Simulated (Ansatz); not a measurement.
## SbH$_{2}$⁺, singlet in def2-SVP: errors against full CI

Geometry: displaced at random from a stationary point.

```xyz
3

Sb   -0.0004   -0.0199    0.0005
H    -0.0012    1.1700   -1.2209
H     0.0468    1.2293    1.1570
```

Basis def2-SVP with its core potentials; Ansatz 0.2.0. Only valence electrons are correlated (noble-gas cores and the filled d shells of p-block atoms frozen), which leaves 6 electrons in 27 orbitals. Prefix R: restricted or restricted open-shell reference; prefix U: unrestricted. Active spaces: valence = (6e, 6o) chosen from the atoms' valence shells. No spin–orbit coupling is included; scalar relativity enters through the core potentials alone.

Full CI is exact within this basis and frozen core; it isn't the basis-set limit. The frozen core follows each run's orbitals, which can shift R against U totals by a few meV for light atoms and by up to 0.1 eV past Ca.

The UHF ⟨S²⟩ is 0.075. The T1 diagnostic (RCCSD) is 0.0132 and the largest doubles amplitude (RCCSD) is 0.080.

```csv
level,E − E(RHF) (eV)
RMP2,-2.1403
RCCSD,-2.8233
RCCSD(T),-2.8736
```

(1) Estimate how far full CI in def2-SVP lies from RCCSD(T). The table doesn't fix it; the size of (T) and the diagnostics are the guide.

(1) Full CI in def2-SVP lies 0.35 kcal/mol below RCCSD(T), which is 30 % of the (T) step (-1.16 kcal/mol). RHF is unstable towards spin polarisation, and the rest is a large part of (T).

The other levels:

```
                            level  E − E(full CI) (kcal/mol)  share of correlation (%)  wall time
                             CISD                       4.10                     93.85      0.6 s
                          BCCD(T)                       0.35                     99.47     0.48 s
                           RCCSDT                       0.06                     99.91          –
                        RCCSDT(Q)                       0.01                     99.98      1.3 s
                          RCCSDTQ                       0.00                    100.00        9 s
           CASSCF (valence space)                      33.99                     48.99          –
           NEVPT2 (valence space)                       9.63                     85.54      0.9 s
           MRCISD (valence space)                       1.04                     98.44          –
         MRCISD+Q (valence space)                       0.00                    100.00      1.2 s
MRCISD+Q(relaxed) (valence space)                      -0.49                    100.74      1.3 s
```

The correlation energy at full CI, counted from RHF, is -2.889 eV. That run took 15 s on 1 thread of Arm Neoverse V1, shared host over 4,296,825 determinants.

Run but not shown, since their state or frozen core can't be matched to the reference's or they repeat it: UHF.

Times hold each run's SCF and search for its determinant on a shared host, so for small cases they say little of a method's own cost; they ran on 1 thread of Arm Neoverse V1.

Not variational, and here over 5 meV under the exact energy: MRCISD+Q(relaxed) (valence space).

The full-CI state has the irrep A' of Cs, in the program's axes.

Natural occupations of full CI about the gap: 1.964 1.942 1.916 0.048 0.047 0.033 0.010 0.007 0.006 0.006; effectively unpaired electrons, Σ n²(2−n)², 0.07.
